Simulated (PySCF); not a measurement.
C4H4N2, SMILES c1cnccn1.

Geometry optimised at PBE0-D3(BJ)/def2-SVP.

Two levels are set side by side: TDDFT-PBE/def2-SVPD (PySCF) and TDDFT-ωB97X/def2-SVPD (PySCF). Vertical, same geometry. The lowest singlet is HOMO→LUMO 100 % with PBE and HOMO→LUMO 98 % with the other functional; states are paired by order. Differences are taken from unrounded values.

| quantity | TDDFT-PBE |
|---|---|
| lowest singlet excitation (eV) | 3.50 |
| lowest triplet excitation (TDA) (eV) | 2.88 |
| first bright state (f over 0.05) (eV) | 5.37 |
| its oscillator strength | 0.08 |

Task: These are the TDDFT-PBE values. What does TDDFT-ωB97X give? (An estimate is asked for; the answer gives what the named calculation found.)

Result: 
| quantity | TDDFT-ωB97X | TDDFT-PBE minus TDDFT-ωB97X |
|---|---|---|
| lowest singlet excitation (eV) | 4.23 | -0.73 |
| lowest triplet excitation (TDA) (eV) | 3.56 | -0.68 |
| first bright state (f over 0.05) (eV) | 5.49 | -0.12 |
| its oscillator strength | 0.12 | -0.04 |

A lower first singlet is the usual sign of a functional without exact exchange. Differences between two approximate levels are no errors against the true value.

Rough cost on one machine, each run with all the roots and properties that it gave: TDDFT-ωB97X against TDDFT-PBE about 10 times.
